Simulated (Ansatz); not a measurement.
The first iterations of a band of C₂H₆N₂ (10 atoms, charge 0, multiplicity 1).

Computed with RKS PBE-D4/STO-3G in Ansatz.

```
movable images  : 7
climbing image  : yes
spring          : 5.0 eV/Å²
optimiser       : fire
start path      : IDPP
force threshold : 0.05 eV/Å
iteration limit : 60
end points      : relaxed
largest step    : 0.02 Å
```

First end point:

```xyz
10
Properties=species:S:1:pos:R:3
C -1.258 0.315 -0.406
C 0.000 -0.003 -0.002
N 0.822 -1.059 -0.600
N 0.716 0.664 1.089
H -1.796 -0.307 -1.131
H -1.771 1.203 -0.018
H 1.242 -1.621 0.201
H 0.161 -1.731 -1.091
H 1.700 0.870 0.739
H 0.266 1.617 1.223
```

Last end point:

```xyz
10
Properties=species:S:1:pos:R:3
C -1.348 0.169 -0.138
C -0.029 -0.054 0.111
N 0.633 -1.340 -0.130
N 0.815 0.867 0.879
H -1.973 -0.598 -0.610
H -1.832 1.105 0.167
H 0.088 -1.830 -0.899
H 1.591 -1.148 -0.554
H 1.757 0.945 0.388
H 0.381 1.832 0.789
```

| iteration | highest image above the first end (eV) | largest band force component (eV/Å) |
| --- | --- | --- |
| 1 | 0.471 | 1.165 |
| 2 | 0.430 | 0.547 |
| 3 | 0.397 | 0.725 |
| 4 | 0.366 | 0.460 |
| 5 | 0.354 | 0.267 |
| 6 | 0.347 | 0.344 |
| 7 | 0.341 | 0.250 |
| 8 | 0.336 | 0.226 |
| 9 | 0.330 | 0.285 |
| 10 | 0.320 | 0.171 |

Question: Does the band converge within its limit, and where does its top end?

Answer: The forces met the threshold. It ended after 31 iterations with the highest image 0.290 eV above the first end. The order of the stationary point at the top wasn't checked. Limits of this set-up: minimal basis.

The run took 3.7 min on 1 thread of Arm Neoverse V2, on a shared host, peak memory 0.18 GiB.
